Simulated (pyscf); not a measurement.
Optimised with ωB97X-D3(BJ)/def2-SVP in PySCF. Correlated levels are frozen-core, on RHF or UHF. ΔMP2 is the change of the MP2 total energy from the triple- to the quadruple-zeta basis.

Question: Estimate by transition-state theory (the high-pressure limit) the rate constant of `[NH2][BH][F]` -> `[BH]=[NH]` + `[FH]` (singlet surface; B–F, H–N broken, F–H formed) at 1200 K, with CCSD(T)/def2-TZVPP + ΔMP2(QZVPP) energies (ideal gas, 1 atm, RRHO with modes under 100 cm⁻¹ raised to 100, one conformer, R ln 2 for rigid chiral ones; no tunnelling).

Answer: The electronic barrier is 75.0 kcal/mol and the thermal terms add -4.1, so ΔG‡ = 70.9 kcal/mol. With k_BT/h = 2.50e+13 s⁻¹ and RT = 2.385 kcal/mol, k = 3.0e+00 s⁻¹; so small a molecule is far into fall-off at 1 atm, where the true rate is lower. Wigner's tunnelling factor for 493i cm⁻¹ would be 1.01. A shift of 1 kcal/mol in the barrier changes k by a factor 1.5. On the product side the descent ends in a complex, 5.8 kcal/mol under the separated species and 12.6 kcal/mol under the saddle at ωB97X-D3(BJ)/def2-TZVP. One saddle was located; it need not be the lowest between these sides. The CCSD(T) − MP2 part came from Ansatz, without density fitting, on the same reference.
